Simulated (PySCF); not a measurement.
Fill in the blanks.

Compound: 1-hexene, C6H12.
SMILES: `C=CCCCC`

Conformer (atom-mapped SMILES and torsion angles): `[CH2:1]=[CH:2][CH2:3][CH2:4][CH2:5][CH3:6]`: C1–C2–C3–C4 -118°, C2–C3–C4–C5 -179°, C3–C4–C5–C6 180°.

```csv
property,level,value
point group,PBE0-D3(BJ)/def2-SVP,?
"rotational constants A, B, C",PBE0-D3(BJ)/def2-SVP,"13.419, 1.250, 1.229 GHz"
dipole moment,PBE0/pcSseg-1,?
HOMO energy,PBE0/pcSseg-1,?
LUMO energy,PBE0/pcSseg-1,?
13C chemical shifts (computed TMS as zero) by class,GIAO PBE0/pcSseg-1,?
1H chemical shifts (computed TMS as zero) by class,GIAO PBE0/pcSseg-1,"6.05 (1 H), 5.33 (1 H), 5.21 (1 H), 1.94 (2 H), 1.19 (2 H), 1.10 (2 H), 1.02 (3 H) ppm"
largest of the computed one-bond spin–spin couplings (means over like bonds),"B3LYP/pcJ-1, spin–dipole term left out",?
core binding energies,"ΔSCF SCAN, pcX-2 on the ionised atom, pcseg-1 elsewhere, spin-free X2C","C1s 290.0, C1s 290.4, C1s 290.4, C1s 290.5, C1s 290.5, C1s 290.6 eV"
```

Gas-phase values; electronic properties from PySCF, density fitting. The structure is a single PBE0-D3(BJ)/def2-SVP conformer in the gas phase; no vibrational or solvent corrections. NMR classes are plain means over equivalent atoms (diastereotopic ones count apart unless rotation or inversion swaps them), as if these changed places fast; in this geometry the members of some classes differ.

Q: The dipole moment?

A: 0.43 D.

Q: What is the point group?

A: C1.

Q: Give the HOMO energy.

A: -7.34 eV.

Q: What is the LUMO energy?

A: 0.46 eV.

Q: Give the 13C chemical shifts (computed TMS as zero) by class.

A: 148.9 (1 C), 121.9 (1 C), 40.1 (1 C), 36.4 (1 C), 27.1 (1 C), 16.6 (1 C) ppm.

Q: The largest of the computed one-bond spin–spin couplings (means over like bonds)?

A: 13C–1H +168.2, 13C–1H +163.6, 13C–1H +157.2, 13C–1H +131.6 (×3), 13C–1H +130.8 (×2), 13C–1H +130.6 (×2), 13C–1H +129.6 (×2), 13C–13C +76.7 Hz.

The rotational constants make it an asymmetric top with κ = (2B − A − C)/(A − C) = -1.00, nearer the prolate limit (−1). The dipole matches unit charges of opposite sign 0.09 Å apart (1 e·Å = 4.8032 D). With B = h/(8π²I), that is 505.379 GHz u Å² over I, the principal moments of inertia are 37.7, 404.3 and 411.4 u Å² (most abundant isotopes); the inertial defect Ic − Ia − Ib is -30.6 u Å² (zero for a rigid planar frame, negative otherwise).
